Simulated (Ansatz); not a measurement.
# CH5NS, SMILES NCS: a ladder of basis sets

With Ansatz 0.2.0 through its Python package.

Run as a notebook:

**Cell 1**
```python
import ansatz as az
```

**Cell 2**
```python
geometry_ang = [
    ("N", (-0.7321, 0.6728, -0.055)),
    ("C", (0.5495, 0.1646, 0.0506)),
    ("S", (0.5086, -1.2433, 1.1524)),
    ("H", (-0.6942, 1.4999, -0.7341)),
    ("H", (-1.4002, 0.0046, -0.47)),
    ("H", (1.2376, 0.9403, 0.4426)),
    ("H", (0.9465, -0.1495, -0.9246)),
    ("H", (-0.3234, -1.9464, 0.4823)),
]
mol = az.Crystal.molecule()
for symbol, xyz in geometry_ang:
    mol = mol.atom(symbol, xyz)
```

**Cell 3**
```python
model = mol.calculation().functional("hf")
```

**Cell 4**
```python
energies = {}
for basis in ["cc-pVDZ", "cc-pVTZ"]:
    r = model.basis(gaussian=basis).run(threads=1).report
    size = r["n_frozen"] + r["n_occupied"][0] + r["n_virtual"][0]
    energies[basis] = (r["reference_energy_ev"] / 27.211386246, r["free_energy_ev"] / 27.211386246)
    print(f"{basis:14s} {size:4d} orbitals  reference {energies[basis][0]:14.6f} Ha  total {energies[basis][1]:14.6f} Ha")
```
Output:
```text
cc-pVDZ          71 orbitals  reference    -492.736926 Ha  total    -492.736926 Ha
cc-pVTZ         164 orbitals  reference    -492.785110 Ha  total    -492.785110 Ha
```

**Cell 5**
```python
last = energies["cc-pVTZ"][1]
for basis, (_, total) in energies.items():
    print(f"{basis:14s} lies {27.211386 * (total - last):9.4f} eV above cc-pVTZ")
```
Output:
```text
cc-pVDZ        lies    1.3112 eV above cc-pVTZ
cc-pVTZ        lies    0.0000 eV above cc-pVTZ
```

Against cc-pVDZ: cc-pVTZ -48.2 mHa. The last step alone is -48.18 mHa.

What to keep in mind:
- The drop along the ladder measures the basis error, and is no property of the molecule.
- The geometry is a force-field or estimated start, not a minimum of this method, and the last set is no limit. Much of the fall in a total is atomic energy, which cancels in bond and reaction energies.
- For Al to Cl the sets with a tight d function, cc-pV(X+d)Z, are usual.
- Wall time of the script: 1.6 s on 1 thread of AMD EPYC 9B14 (Zen 4), with other jobs on the host, peak memory 0.29 GiB.
